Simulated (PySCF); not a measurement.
This PySCF input (PBE0/def2-TZVPD) gives -399.26258 Eh with 64 basis functions.

```python
import numpy as np, basis_set_exchange as bse
from pyscf import gto, scf, dft, df

basis = {'H': gto.basis.parse(bse.get_basis('def2-TZVPD', elements=['H'], fmt='nwchem')), 'S': gto.basis.parse(bse.get_basis('def2-TZVPD', elements=['S'], fmt='nwchem'))}
mol = gto.M(
    atom='''
    S     0.00184013    0.00030176    0.10309296
    H    -0.00752722    0.96781232   -0.82771199
    H    -0.02191490   -0.97264043   -0.82177540
    ''',
    basis=basis,
    charge=0,
    verbose=4,
    max_memory=8640,
)
mf = dft.RKS(mol, xc='pbe0')
mf.grids.level = 3
mf = mf.density_fit(auxbasis=df.autoaux(mol))
mf.conv_tol = 1e-9
mf.max_cycle = 100
print('smallest overlap eigenvalue', np.linalg.eigvalsh(mol.intor('int1e_ovlp'))[0])
mf.kernel()
dip = mf.dip_moment()
```

Change:
```diff
- basis = {'H': gto.basis.parse(bse.get_basis('def2-TZVPD', elements=['H'], fmt='nwchem')), 'S': gto.basis.parse(bse.get_basis('def2-TZVPD', elements=['S'], fmt='nwchem'))}
+ basis = {'H': gto.basis.parse(bse.get_basis('6-31G**', elements=['H'], fmt='nwchem')), 'S': gto.basis.parse(bse.get_basis('6-31G**', elements=['S'], fmt='nwchem'))}
```

Q: What does the run give now?

A: -399.22607 Eh (PBE0/6-31G**, 28 functions), a change of +36.51 mEh.
